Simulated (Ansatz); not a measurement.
**fcc Ca**

These are HSE06 in Ansatz (PAW) values and carry that method's errors.

Settings: plane-wave cutoff 500 eV, 8×8×8 k mesh, Fermi–Dirac smearing 0.1 eV, scalar-relativistic PAW data made under PBE.

Cell: relaxed at this level.

For fcc Ca, the equilibrium volume per atom comes out as 43.98 Å³/atom and the lattice parameter a comes out as 5.603 Å.

Measured, for comparison: equilibrium volume per atom 42.81 Å³/atom, lattice constant a 5.553 Å (low-temperature or extrapolated to 0 K; zero-point anharmonic expansion removed; as tabulated in Csonka et al. (2009), arXiv:0903.4037). Computed (rounded) less measured: equilibrium volume per atom +2.7 %, lattice constant a +0.9 %.

Note: exact exchange on metals is sensitive to the k mesh and can open a false gap; the run warned that the count of filled bands differs between k points.

Static lattice: no zero-point or thermal effects.

Ansatz is a first-principles code.
